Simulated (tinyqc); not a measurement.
Worked calculation: Hueckel theory of the pi electrons, for the molecule [CH2]N=C (SMILES; centres numbered as the heavy atoms are written). One step of it, computed by the program tinyqc.

Task: Energy, charges, bond orders. E = sum n x; q_r = z_r - P_rr; bond order p = P_rs; free valence = sqrt(3) - sum of p over the bonds of the atom.

x values: 1.686141  0.000000  -1.186141

occupations: 2.000000  1.000000  0.000000

charge and bond-order matrix P, lower triangle:
```
           1C        2N        3C
1C   0.912961
2N   0.696311  1.174078
3C  -0.087039  0.696311  0.912961
```

Centres:

| centre | z_r, pi electrons of the neutral centre | h |
|---|---|---|
| 1C | 1 | 0.000000 |
| 2N | 1 | 0.500000 |
| 3C | 1 | 0.000000 |

Bonds:

| i | j | k |
|---|---|---|
| 1 | 2 | 1 |
| 2 | 3 | 1.000000 |

Give: pi energy = 3 alpha + this times beta; pi charges; Bond orders and lengths from R = 1.517 - 0.180 p; free valence of the carbons; gap between the highest filled and the next level.

Result:

pi energy = 3 alpha + this times beta = 3.3723

pi charges: 1C 0.0870, 2N -0.1741, 3C 0.0870

Bond orders and lengths from R = 1.517 - 0.180 p (angstrom, C-C alone):

| bond | p | R |
|---|---|---|
| 1-2 | 0.6963 | - |
| 2-3 | 0.6963 | - |

free valence of the carbons: 1C 1.0357, 3C 1.0357

gap between the highest filled and the next level = 1.1861 |beta|
